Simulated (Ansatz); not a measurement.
## CF2, SMILES F[C]F: the interaction energy of a dimer with the counterpoise correction, step by step

Computed with Ansatz 0.2.0 through its Python package.

Run as a notebook:

```python
import ansatz as az
```

```python
BASIS_SET = "def2-SVPD"
XC = "pbe"
VDW = "d3bj"
```

```python
FIRST = [
    ("F", (0.3969, 1.0328, 0.3328)),
    ("C", (0.3268, -0.2722, 0.1497)),
    ("F", (-0.7238, -0.7606, -0.4825)),
]
SECOND = [
    ("F", (1.6782, -4.3168, -1.341)),
    ("C", (1.2148, -3.2488, -0.7198)),
    ("F", (1.0966, -2.1272, -1.4054)),
]

def energy(atoms, ghosts=()):
    molecule = az.Crystal.molecule()
    for symbol, xyz in atoms:
        molecule = molecule.atom(symbol, xyz)
    calc = (
        molecule.calculation()
        .basis(gaussian=BASIS_SET)
        .functional(XC, dispersion=VDW)
    )
    deck = calc.input()
    if ghosts:
        deck = deck.set(az.key.basis.gaussian.ghost_atoms, [{"symbol": s, "position_ang": list(xyz)} for s, xyz in ghosts])
    return az.Session.from_dict(deck).plan().execute().report["free_energy_ev"]
```

```python
# monomers in their own basis and in the basis of the dimer
both = energy(FIRST + SECOND)
alone = energy(FIRST) + energy(SECOND)
ghosted = energy(FIRST, SECOND) + energy(SECOND, FIRST)
print(f"dimer {both:.6f} eV")
print(f"interaction, uncorrected   {(both - alone):8.3f} eV")
print(f"interaction, counterpoise  {(both - ghosted):8.3f} eV")
print(f"basis-set superposition    {(alone - ghosted):8.3f} eV")
```

    dimer -12913.852447 eV
    interaction, uncorrected      0.181 eV
    interaction, counterpoise     0.213 eV
    basis-set superposition       0.033 eV

Uncorrected it is 0.181 eV, with the counterpoise correction 0.213 eV; the difference, 0.03 eV, is the superposition error. In this basis both values are repulsive.

What to keep in mind:
- The settings weren't tested for convergence.
- The dimer is a generated trial pose of unrelaxed monomers, not a minimum, so the figure is no binding energy, and the basis set is small.
- Wall time of the script: 8.4 s on 1 thread of Arm Neoverse V1 (shared host), peak memory 0.2 GiB.

(Lines on the test bed's own set-up are left out of the output.)
